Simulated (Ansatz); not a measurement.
**AlH₄ (doublet): the correlation ladder at distance Al1–H4 along a hydrogen transfer = 1.475 Å, cc-pVDZ**

How much of the correlation energy of AlH₄ (doublet) does each wave-function method recover here?

Computed with Ansatz 0.2.0, Gaussian basis. Level: cc-pVDZ, core rule «outside noble gas», up to 5 orbitals frozen.

To be run: UHF; CCSD(T) on ROHF; CCSD(T) on UHF; BCCD(T) on ROHF; CISD; CCSDT(Q) on ROHF; CCSDT(Q) on UHF; CCSDTQ on ROHF; CCSDTQ on UHF; CASSCF and MRCISD+Q, 3 electrons in 3 orbitals; CASSCF and NEVPT2, 3 electrons in 3 orbitals; Full CI.

8 further runs of the same task are left out: 8 for a known fault of the program.

### 1 The system

The geometry derives from fragments relaxed apart (PBE0/def2-TZVP) and kept rigid, so it is no stationary point. A hydrogen atom is moved between rigid fragments.

5 atoms, charge 0, spin multiplicity 2.

Atoms are counted from 1 here; the program's logs count them from 0.

Bond lengths: Al1–H2 1.586 Å, Al1–H3 1.586 Å, Al1–H4 1.475 Å. Angles: H2–Al1–H3 120.0°, H2–Al1–H4 120.0°, H3–Al1–H4 120.0°.

Geometry (Å):

| atom | x (Å) | y (Å) | z (Å) |
| --- | --- | --- | --- |
| Al1 | -0.0821 | 0.0000 | 0.0000 |
| H2 | -0.8751 | 1.3734 | 0.0000 |
| H3 | -0.8751 | -1.3734 | 0.0000 |
| H4 | 1.3929 | 0.0000 | 0.0000 |
| H5 | 2.5559 | 0.0000 | 0.0000 |

### 2 UHF

in.yaml reads:

```yaml
crystal:
  periodic: [false, false, false]
  atoms:
    - {symbol: Al, position_ang: [-0.082133, 0.000000, 0.000000]}
    - {symbol: H, position_ang: [-0.875057, 1.373384, 0.000000]}
    - {symbol: H, position_ang: [-0.875057, -1.373384, 0.000000]}
    - {symbol: H, position_ang: [1.392867, 0.000000, 0.000000]}
    - {symbol: H, position_ang: [2.555867, 0.000000, 0.000000]}
basis:
  gaussian: {orbitals: cc-pVDZ}
magnetization: {spin_polarized: true, initial_magnetization: 1}
hamiltonian: {xc: hf}
output: {orbitals: {seedname: orbitals}}
```

Run with:

```bash
> ansatz run in.yaml --threads 1 --pin off --events-out ev --progress --plain --max-ram 2816MiB --backend cpu
```

After this run come: CCSD(T) on ROHF; CCSD(T) on UHF; BCCD(T) on ROHF; CISD; CCSDT(Q) on ROHF; CCSDT(Q) on UHF; CCSDTQ on ROHF; CCSDTQ on UHF; CASSCF and MRCISD+Q, 3 electrons in 3 orbitals; CASSCF and NEVPT2, 3 electrons in 3 orbitals; Full CI.

**Question.** What will the summary of the whole plan be? Wanted: FCI below the RHF energy; RMP2 from FCI; UMP2 from FCI; RCCSD from FCI; RCCSD(T) from FCI; UCCSD(T) from FCI; RCCSDT(Q) from FCI; UCCSDT(Q) from FCI; NEVPT2 pair from FCI.

The runs gave:

```
                         quantity                                                                                               value
         FCI below the RHF energy                                                                                          -3.1638 eV
                    RMP2 from FCI                                                                                     +18.29 kcal/mol
                    UMP2 from FCI                                                                                     +18.11 kcal/mol
                   RCCSD from FCI                                                                                      +1.28 kcal/mol
                RCCSD(T) from FCI                                                                                      +0.35 kcal/mol
                UCCSD(T) from FCI                                                                                      +0.35 kcal/mol
               RCCSDT(Q) from FCI                                                                                      +0.01 kcal/mol
               UCCSDT(Q) from FCI                                                                                      +0.01 kcal/mol
             NEVPT2 pair from FCI                                                                                     +18.15 kcal/mol
           MRCISD+Q pair from FCI                                                                                      -0.16 kcal/mol
levels within 1 kcal/mol (43 meV)  RCCSD(T), UCCSD(T), BCCD(T), RCCSDT, UCCSDT, RCCSDT(Q), UCCSDT(Q), RCCSDTQ, UCCSDTQ, MRCISD+Q pair
                    T1 diagnostic                                                                                               0.023
   effectively unpaired electrons                                                                                                1.03
```

**Reading.** RCCSD(T) lands +0.35 kcal/mol from the yardstick (0.5 % of the correlation energy). MRCISD+Q pair falls below full CI: the +Q correction isn't variational, and the cores differ from full CI's. One determinant dominates. Of the multireference levels listed MRCISD+Q pair comes nearest in total energy (-0.16 kcal/mol), which doesn't show that its space is the better one. These misses are within one basis, not against nature; the frozen cores of restricted and unrestricted runs differ, which can shift their rows.
